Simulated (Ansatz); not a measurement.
## Counterpoise correction, worked out

The pair of HF (SMILES F, atoms 1–2) and CH4S (SMILES CS, atoms 3–8), both closed shells, in one local arrangement (a lower one may exist), relaxed at PBE0-D4/def2-TZVP:

```
atom    x (Å)    y (Å)    z (Å)
  F1   0.3074   0.1050  -2.5316
  H2   0.6479  -0.2058  -1.7104
  C3  -0.3523   0.4598   0.8231
  S4   0.9636  -0.6878   0.3540
  H5  -1.1519   0.4593   0.0848
  H6   0.1046   1.4488   0.8455
  H7  -0.7374   0.2246   1.8136
  H8   0.2183  -1.8042   0.3211
```

Computed with Ansatz 0.2.0 (basis: def2-TZVPPD); correlated methods freeze the cores.

MP2 total energies in eV:

| system | geometry | basis functions | energy |
| --- | --- | --- | --- |
| pair | pair | all | -14652.47810 |
| HF | as in the pair | all (partner as ghosts) | -2730.37070 |
| CH4S | as in the pair | all (partner as ghosts) | -11921.82784 |
| HF | as in the pair | its own | -2730.36049 |
| CH4S | as in the pair | its own | -11921.80770 |
| HF | free (PBE0-D4 minimum) | its own | -2730.37406 |
| CH4S | free (PBE0-D4 minimum) | its own | -11921.80862 |

Task: Work out the interaction energy with and without the counterpoise correction, the superposition error, and the binding energy from the relaxed fragments.

Result: Without correction: -14652.47810 − (-2730.36049) − (-11921.80770) = -0.30991 eV.
With correction (each fragment in the whole basis): -14652.47810 − (-2730.37070) − (-11921.82784) = -0.27956 eV = -6.45 kcal/mol.
The superposition error is the difference, 0.03035 eV, 10 % of the uncorrected value: each fragment borrows its partner's functions.
Deformation from the free shapes: 0.01357 eV for HF and 0.00092 eV for CH4S.
Binding energy from relaxed fragments: -0.27956 + 0.01357 + 0.00092 = -0.26507 eV = -6.11 kcal/mol (electronic, without zero-point energy; negative means bound). For comparison, the corrected interaction energy by CCSD(T) at an estimated basis limit (MP2 extrapolated from triple and quadruple zeta, plus CCSD(T) − MP2 in triple zeta) is -0.294 eV.

T1 diagnostic: at most 0.011.

For scale, one of the runs: CCSD(T)/def2-TZVPPD, 213 basis functions, launched by `ansatz run in.yaml --threads 4 --pin off --events-out ev --progress --plain --max-ram 9574MiB`. Time: 32 s of wall clock on 4 CPU threads of an Arm Neoverse V2; the host was shared. Peak host memory: 3 GiB.
